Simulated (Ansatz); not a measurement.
# BH₃ (triplet): from Hartree-Fock to the top rungs at distance B1–H4 = 1.180 Å, cc-pVDZ

How much of the correlation energy of BH₃ (triplet) does each wave-function method recover here?

Method: cc-pVDZ, core rule «outside noble gas», up to 1 orbitals frozen; program: Ansatz 0.2.0, Gaussian basis.

The runs, in order: UHF; CCSD(T) on ROHF; CCSD(T) on UHF; BCCD(T) on ROHF; CISD; CCSDT(Q) on ROHF; CCSDT(Q) on UHF; CASSCF and MRCISD+Q, 4 electrons in 4 orbitals; CASSCF and NEVPT2, 4 electrons in 4 orbitals; CASSCF and MRCISD+Q, 6 electrons in 7 orbitals; CASSCF and NEVPT2, 6 electrons in 7 orbitals; Full CI.

18 further runs of the same task are left out: 14 that didn't finish, 4 set aside as unsound or not needed.

## Step 1: The geometry

The geometry derives from a PBE0/def2-TZVP stationary point (not a proven minimum). One bond is set to the value named and the two fragments are kept rigid.

4 atoms, charge 0, spin multiplicity 3.

Atoms are counted from 1 here; the program's logs count them from 0.

Bond lengths: B1–H2 1.281 Å, B1–H3 1.186 Å, B1–H4 1.180 Å. Angles: H2–B1–H3 117.7°, H2–B1–H4 49.8°, H3–B1–H4 117.7°.

## Step 2: UHF

in.yaml reads:

```yaml
crystal:
  periodic: [false, false, false]
  atoms:
    - {symbol: B, position_ang: [-0.112440, -0.003086, 0.082847]}
    - {symbol: H, position_ang: [0.313870, 0.535992, -0.998092]}
    - {symbol: H, position_ang: [0.611939, -0.003142, 1.022417]}
    - {symbol: H, position_ang: [0.280203, -0.499749, -0.912923]}
basis:
  gaussian: {orbitals: cc-pVDZ}
magnetization: {spin_polarized: true, initial_magnetization: 2}
hamiltonian: {xc: hf}
output: {orbitals: {seedname: orbitals}}
```

Started as:

```console
$ ansatz run in.yaml --threads 1 --pin off --events-out ev --progress --plain --max-ram 2393MiB
```

Further steps of the session: CCSD(T) on ROHF; CCSD(T) on UHF; BCCD(T) on ROHF; CISD; CCSDT(Q) on ROHF; CCSDT(Q) on UHF; CASSCF and MRCISD+Q, 4 electrons in 4 orbitals; CASSCF and NEVPT2, 4 electrons in 4 orbitals; CASSCF and MRCISD+Q, 6 electrons in 7 orbitals; CASSCF and NEVPT2, 6 electrons in 7 orbitals; Full CI.

**Question.** What will the summary of the whole plan be? Wanted: FCI below the RHF energy; RMP2 from FCI; UMP2 from FCI; RCCSD from FCI; RCCSD(T) from FCI; UCCSD(T) from FCI; RCCSDT(Q) from FCI; UCCSDT(Q) from FCI; NEVPT2 pair from FCI.

**Answer**, as computed:

```
                         quantity                                                                                               value
         FCI below the RHF energy                                                                                          -3.0207 eV
                    RMP2 from FCI                                                                                          +644.7 meV
                    UMP2 from FCI                                                                                          +647.6 meV
                   RCCSD from FCI                                                                                           +67.1 meV
                RCCSD(T) from FCI                                                                                           +14.2 meV
                UCCSD(T) from FCI                                                                                           +13.9 meV
               RCCSDT(Q) from FCI                                                                                            +0.2 meV
               UCCSDT(Q) from FCI                                                                                            -0.2 meV
             NEVPT2 pair from FCI                                                                                          +670.4 meV
           MRCISD+Q pair from FCI                                                                                            -6.6 meV
          NEVPT2 valence from FCI                                                                                          +502.4 meV
levels within 1 kcal/mol (43 meV)  RCCSD(T), UCCSD(T), BCCD(T), RCCSDT, UCCSDT, RCCSDT(Q), UCCSDT(Q), MRCISD+Q pair, MRCISD+Q valence
                    T1 diagnostic                                                                                               0.015
   effectively unpaired electrons                                                                                                2.02
```

**Reading.** RCCSD(T) lands +14.2 meV from the yardstick (0.5 % of the correlation energy). MRCISD+Q pair falls below full CI: the +Q correction isn't variational, and the cores differ from full CI's. One determinant dominates. Of the multireference levels listed MRCISD+Q valence comes nearest in total energy (+1.6 meV), which doesn't show that its space is the better one. These misses are within one basis, not against nature; the frozen cores of restricted and unrestricted runs differ, which can shift their rows.
